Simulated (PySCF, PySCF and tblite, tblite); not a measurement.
**cyclopentanone (C5H8O): conformers and averaged spectra**

Aim: find the conformers of cyclopentanone (C5H8O) (`O=C1CCCC1`), weigh them, and average their properties.

Computed with tblite 0.8.0 (tight binding) and PySCF 2.14.0 (DFT, with response routines of our own); each step states its level. Atoms count from 0 throughout.

### Step 1. The molecule as given

14 atoms, charge 0, multiplicity 1; geometry from: MMFF94s geometry.

Bonds of the start (Å): C1–C2 1.50, C1–C5 1.51, C2–C3 1.51, C2–H6 1.09, C2–H7 1.10, C3–C4 1.53, C3–H8 1.10, C3–H9 1.08, C4–C5 1.52, C4–H10 1.09, C4–H11 1.10, C5–H12 1.10, C5–H13 1.10, O0–C1 1.22.

### Step 2. GFN2-xTB relaxation, conformer 1

What the job is given:

```
{"job": {"xc": "GFN2-xTB", "basis": "xTB", "kind": "relax"}, "charge": 0, "multiplicity": 1}
O      0.213500     2.504400     0.271500
C      0.100600     1.298800     0.130000
C     -1.199800     0.562300     0.034900
C     -0.761200    -0.810900    -0.428200
C      0.609400    -1.002000     0.224700
C      1.278700     0.357300     0.063300
H     -1.678900     0.535400     1.014500
H     -1.861600     1.043500    -0.695300
H     -1.461100    -1.601400    -0.117500
H     -0.674800    -0.847900    -1.508100
H      0.495200    -1.249600     1.278400
H      1.183100    -1.803500    -0.254700
H      1.991900     0.552100     0.880000
H      1.764200     0.461000    -0.915700
```

Command:

```sh
$ OMP_NUM_THREADS=1 python ens_run.py task.json out
```

One launch serves the whole session.

Log:

```text
step      E/eV     max force
  0    -512.92926    2.293
  1    -512.95146    2.620
  2    -512.99042    0.307
  3    -513.00048    0.336
  4    -513.00963    0.156
  5    -513.01102    0.096
  6    -513.01228    0.080
  7    -513.01313    0.091
  8    -513.01428    0.073
  9    -513.01486    0.050
 10    -513.01509    0.032
 11    -513.01509    0.032
 12    -513.01515    0.028
 13    -513.01533    0.055
 14    -513.01537    0.024
 15    -513.01540    0.022
 16    -513.01543    0.013
 17    -513.01544    0.009
 18    -513.01545    0.011
 19    -513.01546    0.010
 20    -513.01546    0.006
 21    -513.01546    0.004
 22    -513.01547    0.005
 23    -513.01547    0.004
```

Wall time 0.09 s (1 thread of Arm Neoverse V2, shared host).

The energy fell by 0.086 eV, and the atoms moved 0.03 Å (root mean square).

### Step 3. DFT optimisation, conformer 1: PBE0-D3(BJ)/def2-SVP

What the job is given:

```
{"job": {"kind": "geom", "xc": "PBE0", "basis": "def2-SVP", "d3": "d3bj", "grid": 1, "maxiter": 40}, "charge": 0, "multiplicity": 1}
O      0.209992     2.529591     0.270869
C      0.111077     1.339199     0.143289
C     -1.183110     0.563369     0.009322
C     -0.764262    -0.837368    -0.427414
C      0.609566    -1.022214     0.221300
C      1.258963     0.352194     0.087959
H     -1.653154     0.542989     0.995719
H     -1.871945     1.057821    -0.673999
H     -1.474729    -1.602820    -0.119827
H     -0.669153    -0.875095    -1.513909
H      0.490125    -1.276038     1.275955
H      1.191365    -1.809180    -0.255736
H      2.004724     0.570295     0.851020
H      1.739861     0.466784    -0.886715
```

Log:

```text
step   0  E = -270.07215239  max force = 0.008486
step   1  E = -270.07317151  max force = 0.001789
step   2  E = -270.07318551  max force = 0.000181
optimisation converged
```

It took 13 s on 1 thread of Arm Neoverse V2, shared host; peak memory 0.5 GiB.

Relaxing gained 0.028 eV and moved the atoms by 0.02 Å on average (rms).

### Step 4. Shieldings, conformer 1: PBE0/pcSseg-1 in water

What the job is given:

```
{"job": {"xc": "PBE0", "basis": "pcSseg-1", "solvent": "water", "kind": "nmr", "pop": true}, "charge": 0, "multiplicity": 1}
O      0.249990     2.369535     0.157789
C      0.150025     1.178814     0.027056
C     -1.151882     0.400904    -0.121077
C     -0.727863    -0.999722    -0.552524
C      0.647708    -1.187768     0.102602
C      1.303728     0.184410    -0.019402
H     -1.626201     0.386586     0.877073
H     -1.846877     0.924496    -0.792966
H     -1.446674    -1.782398    -0.270323
H     -0.624596    -1.038333    -1.650377
H      0.519112    -1.448448     1.166999
H      1.233601    -1.996637    -0.357162
H      2.061140     0.427868     0.739337
H      1.789698     0.310456    -1.003978
```

Log:

```text
coarse grid: 11480 points
cycle   1  E = -270.0764585883  dE =  7.821e-01  |g| = 7.516e-01  |ddm| = 3.245e+00
cycle   2  E = -269.8455954898  dE =  2.309e-01  |g| = 1.352e+00  |ddm| = 1.735e+00
cycle   3  E = -270.1825353429  dE = -3.369e-01  |g| = 1.440e-01  |ddm| = 1.250e+00
cycle   4  E = -270.1871820372  dE = -4.647e-03  |g| = 4.431e-02  |ddm| = 1.405e-01
cycle   5  E = -270.1876314399  dE = -4.494e-04  |g| = 6.961e-03  |ddm| = 3.738e-02
cycle   6  E = -270.1876412495  dE = -9.810e-06  |g| = 2.540e-03  |ddm| = 6.756e-03
final grid: 110224 points
cycle   7  E = -270.2350054161  dE = -1.246e-05  |g| = 1.342e-02  |ddm| = 2.745e-02
cycle   8  E = -270.2349297402  dE =  7.568e-05  |g| = 2.421e-02  |ddm| = 2.738e-02
cycle   9  E = -270.2350409488  dE = -1.112e-04  |g| = 1.936e-03  |ddm| = 1.790e-02
cycle  10  E = -270.2350417688  dE = -8.201e-07  |g| = 1.461e-04  |ddm| = 1.347e-03
cycle  11  E = -270.2350417736  dE = -4.771e-09  |g| = 3.077e-05  |ddm| = 1.569e-04
cycle  12  E = -270.2350417738  dE = -1.833e-10  |g| = 9.223e-06  |ddm| = 4.106e-05
converged SCF energy = -270.2350417738

GIAO shielding tensors (ppm)
atom      isotropic    diamagn.    paramagn.     s11        s22        s33       span
  0 O     -266.469     399.967    -666.437   -806.750   -359.525    366.867   1173.617
  1 C      -45.941     249.310    -295.251   -107.244    -94.474     63.894    171.137
  2 C      143.381     251.365    -107.984    127.957    135.565    166.620     38.664
  3 C      159.140     247.587     -88.448    141.497    162.446    173.476     31.979
  4 C      159.145     247.657     -88.512    141.499    162.458    173.479     31.980
  5 C      143.403     251.516    -108.113    128.008    135.560    166.641     38.634
  6 H       29.144      29.464      -0.320     25.288     27.454     34.689      9.400
  7 H       29.145      29.306      -0.161     25.278     27.795     34.361      9.083
  8 H       29.258      29.129       0.129     25.096     26.856     35.821     10.725
  9 H       29.494      29.884      -0.390     25.023     27.740     35.718     10.696
 10 H       29.492      30.019      -0.527     25.019     27.740     35.715     10.696
 11 H       29.258      29.059       0.199     25.095     26.857     35.821     10.727
 12 H       29.144      29.318      -0.174     25.275     27.796     34.360      9.085
 13 H       29.144      29.203      -0.060     25.281     27.461     34.688      9.407
```

Wall time 10 s (1 thread of Arm Neoverse V2, shared host); peak memory 0.81 GiB.

Key values: HOMO -7.14 eV, LUMO -0.45 eV; dipole 3.88 D.

### Step 5. Single-point energy, conformer 1: PBE0/def2-TZVP in water

Changed since step 4:

```diff
@@ -1,2 +1,2 @@
-{"job": {"xc": "PBE0", "basis": "pcSseg-1", "solvent": "water", "kind": "nmr", "pop": true}, "charge": 0, "multiplicity": 1}
+{"job": {"xc": "PBE0", "basis": "def2-TZVP", "solvent": "water", "kind": "sp"}, "charge": 0, "multiplicity": 1}
 O      0.249990     2.369535     0.157789
```

Log:

```text
coarse grid: 11480 points
cycle   1  E = -270.2626999962  dE =  7.735e-01  |g| = 7.698e-01  |ddm| = 2.739e+00
cycle   2  E = -270.0125237538  dE =  2.502e-01  |g| = 1.402e+00  |ddm| = 4.601e+00
cycle   3  E = -270.3726869451  dE = -3.602e-01  |g| = 1.543e-01  |ddm| = 3.723e+00
cycle   4  E = -270.3778262376  dE = -5.139e-03  |g| = 5.088e-02  |ddm| = 1.487e-01
cycle   5  E = -270.3784230860  dE = -5.968e-04  |g| = 7.026e-03  |ddm| = 3.970e-02
cycle   6  E = -270.3784327073  dE = -9.621e-06  |g| = 2.577e-03  |ddm| = 7.310e-03
final grid: 110224 points
cycle   7  E = -270.3669350125  dE = -5.069e-05  |g| = 1.303e-02  |ddm| = 7.009e-02
cycle   8  E = -270.3668641236  dE =  7.089e-05  |g| = 2.341e-02  |ddm| = 3.347e-02
cycle   9  E = -270.3669680852  dE = -1.040e-04  |g| = 2.096e-03  |ddm| = 2.473e-02
cycle  10  E = -270.3669689816  dE = -8.964e-07  |g| = 2.491e-04  |ddm| = 2.031e-03
cycle  11  E = -270.3669689964  dE = -1.477e-08  |g| = 4.383e-05  |ddm| = 2.650e-04
cycle  12  E = -270.3669689968  dE = -4.082e-10  |g| = 7.411e-06  |ddm| = 6.355e-05
converged SCF energy = -270.3669689968
```

It took 9.8 s on 1 thread of Arm Neoverse V2, shared host; peak memory 0.84 GiB.

Key values: HOMO -7.13 eV, LUMO -0.48 eV; dipole 4.08 D.

### Step 6. Couplings, conformer 1: B3LYP/6-31G*+pcJ-1

Changed since step 5:

```diff
@@ -1,2 +1,2 @@
-{"job": {"xc": "PBE0", "basis": "def2-TZVP", "solvent": "water", "kind": "sp"}, "charge": 0, "multiplicity": 1}
+{"job": {"xc": "B3LYP", "basis": {"default": "6-31G*", "H": "pcJ-1"}, "nuclei": ["H", "F", "P", "Si", "B"], "kind": "j"}, "charge": 0, "multiplicity": 1}
 O      0.249990     2.369535     0.157789
```

Log:

```text
coarse grid: 11480 points
cycle   1  E = -270.4788410953  dE =  7.772e-01  |g| = 8.397e-01  |ddm| = 3.210e+00
cycle   2  E = -270.0296433488  dE =  4.492e-01  |g| = 1.712e+00  |ddm| = 2.400e+00
cycle   3  E = -270.6172014247  dE = -5.876e-01  |g| = 2.240e-01  |ddm| = 1.831e+00
cycle   4  E = -270.6288256637  dE = -1.162e-02  |g| = 6.810e-02  |ddm| = 2.583e-01
cycle   5  E = -270.6299133145  dE = -1.088e-03  |g| = 1.087e-02  |ddm| = 6.505e-02
cycle   6  E = -270.6299374908  dE = -2.418e-05  |g| = 4.020e-03  |ddm| = 1.165e-02
cycle   7  E = -270.6299412100  dE = -3.719e-06  |g| = 8.861e-04  |ddm| = 4.696e-03
final grid: 110224 points
cycle   8  E = -270.5815862225  dE = -3.044e-05  |g| = 6.601e-03  |ddm| = 2.406e-02
cycle   9  E = -270.5815655875  dE =  2.064e-05  |g| = 1.187e-02  |ddm| = 1.484e-02
cycle  10  E = -270.5815960595  dE = -3.047e-05  |g| = 2.068e-03  |ddm| = 1.037e-02
cycle  11  E = -270.5815969147  dE = -8.552e-07  |g| = 1.550e-04  |ddm| = 1.726e-03
cycle  12  E = -270.5815969192  dE = -4.557e-09  |g| = 6.470e-05  |ddm| = 2.224e-04
cycle  13  E = -270.5815969202  dE = -9.697e-10  |g| = 1.872e-05  |ddm| = 8.092e-05
converged SCF energy = -270.5815969202

Indirect spin-spin couplings (Hz)
  i      j    bonds     total        FC       PSO       DSO        SD
  6 H    7 H    2    -20.916   -20.762     1.762    -1.916         -
  6 H    8 H    3      9.931     9.876     0.058    -0.003         -
  6 H    9 H    3     14.168    14.998     1.763    -2.594         -
  6 H   11 H    4     -1.046    -0.512     1.254    -1.788         -
  6 H   12 H    4      0.744     1.088     0.695    -1.038         -
  6 H   13 H    4     -1.970    -1.334     1.365    -2.001         -
  7 H    8 H    3      0.186     0.570     0.865    -1.248         -
  7 H    9 H    3      8.831     8.779     0.030     0.023         -
  7 H   10 H    4     -1.132    -0.580     1.281    -1.832         -
  7 H   11 H    4      1.441     1.973     1.281    -1.814         -
  7 H   12 H    4     -1.826    -1.181     1.348    -1.994         -
  7 H   13 H    4      0.751     1.097     0.699    -1.045         -
  8 H    9 H    2    -14.301   -14.009     1.785    -2.077         -
  8 H   10 H    3      7.060     7.019     0.098    -0.057         -
  8 H   11 H    3      0.512     0.812     0.693    -0.993         -
  8 H   12 H    4      1.444     1.976     1.281    -1.813         -
  8 H   13 H    4     -1.049    -0.515     1.254    -1.788         -
  9 H   10 H    3     13.738    14.597     1.804    -2.662         -
  9 H   11 H    3      7.060     7.019     0.099    -0.058         -
  9 H   12 H    4     -1.131    -0.579     1.281    -1.833         -
 10 H   11 H    2    -14.302   -14.009     1.785    -2.077         -
 10 H   12 H    3      8.857     8.804     0.029     0.024         -
 10 H   13 H    3     14.134    14.964     1.762    -2.592         -
 11 H   12 H    3      0.189     0.574     0.866    -1.251         -
 11 H   13 H    3      9.941     9.885     0.056     0.000         -
 12 H   13 H    2    -20.947   -20.793     1.761    -1.916         -
```

Wall time 11 s (1 thread of Arm Neoverse V2, shared host); peak memory 0.83 GiB.

Key values: HOMO -6.47 eV, LUMO -0.42 eV; dipole 2.84 D.

### Step 7. The ensemble: properties at PBE0/pcSseg-1 in water

What the job is given:

```
{"job": {"study": "conf", "smiles": "O=C1CCCC1", "search": {"seed": 7367, "n_embed": 60, "ff_keep": 14, "window": 3.0, "nmax": 2, "temps": [250, 273.15, 298.15, 323.15, 373.15], "t_ref": 298.15, "order": 0.002, "geom": true}, "level": {"nmr": {"xc": "PBE0", "basis": "pcSseg-1", "solvent": "water"}, "sp": {"xc": "PBE0", "basis": "def2-TZVP", "solvent": "water"}, "j": {"xc": "B3LYP", "basis": {"default": "6-31G*", "H": "pcJ-1"}, "nuclei": ["H", "F", "P", "Si", "B"]}}, "kind": "conf"}, "charge": 0, "multiplicity": 1}
O      0.249990     2.369535     0.157789
C      0.150025     1.178814     0.027056
C     -1.151882     0.400904    -0.121077
C     -0.727863    -0.999722    -0.552524
C      0.647708    -1.187768     0.102602
C      1.303728     0.184410    -0.019402
H     -1.626201     0.386586     0.877073
H     -1.846877     0.924496    -0.792966
H     -1.446674    -1.782398    -0.270323
H     -0.624596    -1.038333    -1.650377
H      0.519112    -1.448448     1.166999
H      1.233601    -1.996637    -0.357162
H      2.061140     0.427868     0.739337
H      1.789698     0.310456    -1.003978
```

Log:

```text
conformer  sym    E(xTB)   E(DFT)   G(298.15 K)  weight  dipole/D
    1     C2      0.000    0.000    0.000   1.0000    4.084

mean shielding (ppm) by class
class atoms           250 K   273.15 K   298.15 K   323.15 K   373.15 K
  0 O  0           -266.469   -266.469   -266.469   -266.469   -266.469
  1 C  1            -45.941    -45.941    -45.941    -45.941    -45.941
  2 C  2,5          143.392    143.392    143.392    143.392    143.392
  3 C  3,4          159.142    159.142    159.142    159.142    159.142
  4 H  6,7,12        29.144     29.144     29.144     29.144     29.144
  5 H  8,9,10        29.375     29.375     29.375     29.375     29.375
```

Wall time 31 s (1 thread of Arm Neoverse V2, shared host). This counts the runs that the step sums up.

The search (ETKDG, MMFF94s, GFN2-xTB) embedded 60 structures, kept 1 distinct ones after the force field and 1 after xTB; 1 was carried on (window 3.0 kcal/mol at the search's own energies). Energies: PBE0/def2-TZVP in water with D3(BJ).

Conformer by conformer (298 K):

```
no.  group  mirror pair  ΔE xTB  ΔE DFT    ΔG  weight (%)  μ (D)     A, B, C (GHz)
  1     C2          yes    0.00    0.00  0.00       100.0   4.08  6.67, 3.36, 2.42
```

Energies in kcal/mol. ΔG holds xTB vibrations and rotation, symmetry numbers and mirror pairs.

Shifts against references run at the same level (¹³C TMS 185.5, ¹⁷O H2O 343.2, ¹H TMS 31.24 ppm of shielding), by class of atoms, at 298 K:

```csv
atoms,environment,average
C1,ketone carbonyl carbon,231.4
"C2, C5",sp3 CH2 α to a carbonyl,42.1
"C3, C4",sp3 CH2 in a ring,26.4
"H6, H7, H12, H13",hydrogen on an sp3 CH2 α to a carbonyl,2.10
"H8, H9, H10, H11",hydrogen on an sp3 CH2 in a ring,1.86
O0,ketone oxygen,609.7
```

Couplings (Hz, B3LYP/6-31G*+pcJ-1; one pair named for each class), from conformers that hold 100 % of the weight:

```csv
pair,bonds,average
H6–H7,2,-20.9
H8–H9,2,-14.3
H6–H8,3,9.4
H6–H9,3,7.2
H8–H11,3,7.1
H8–H10,3,7.1
H6–H13,4,-1.9
H6–H11,4,-1.1
H6–H12,4,0.8
H6–H10,4,0.7
```

Effective distances for nuclear Overhauser effects, ⟨r⁻⁶⟩^(−1/6) over all pairs of two classes (Å): H6···H8 2.85.

### Step 8. Outcome

```
                                    quantity                                                 value
                                  conformers  1; the first in weight is no. 1 (C2), 100 % at 298 K
                     root-mean-square dipole                                                4.08 D
averaged ¹³C shifts (PBE0/pcSseg-1 in water)                                 231.4, 42.1, 26.4 ppm
 averaged ¹H shifts (PBE0/pcSseg-1 in water)                                        2.10, 1.86 ppm
```

The search found one conformer in the window, so the averages are its own values.
